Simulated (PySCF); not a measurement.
Geometries of 2 isomers of C3H4O4, from PySCF 2.14.0, PBE0-D3(BJ)/def2-SVP geometry optimisation, gas phase. One conformer each, no zero-point energy, no frequencies.

**Question.** Which is lower in electronic energy at this level?
A.
```xyz
11
angstrom
O      2.043    0.077    1.774
C      1.965    0.498    0.661
O      1.033    0.152   -0.244
C      0.044   -0.754    0.176
O     -1.009   -0.063    0.803
C     -2.002    0.386    0.016
O     -2.087    0.219   -1.162
H      2.656    1.232    0.199
H     -0.313   -1.256   -0.730
H      0.448   -1.444    0.926
H     -2.738    0.926    0.646
```
B.
```xyz
11
angstrom
O     -1.407    1.255    0.463
C     -1.229    0.217   -0.111
O     -2.223   -0.575   -0.527
C      0.120   -0.334   -0.501
C      1.164   -0.036    0.547
O      1.060   -0.316    1.708
O      2.245    0.551    0.023
H     -3.050   -0.134   -0.277
H      0.405    0.107   -1.467
H      0.054   -1.423   -0.633
H      2.867    0.688    0.756
```

**Answer.** B. That is malonic acid (`O=C(O)CC(=O)O`), 25.7 kcal/mol below the other.

```csv
SMILES,atoms numbered as above,E (Eh),relative (kcal/mol),relative (kJ/mol),dipole (D)
O=C(O)CC(=O)O,[O:1]=[C:2]([OH:3])[CH2:4][C:5](=[O:6])[OH:7],-416.90581,0.0,0.0,2.29
O=COCOC=O,[O:1]=[CH:2][O:3][CH2:4][O:5][CH:6]=[O:7],-416.86488,25.7,107.5,0.14
```

As drawn, the lower has an O–H bond, which the higher lacks.
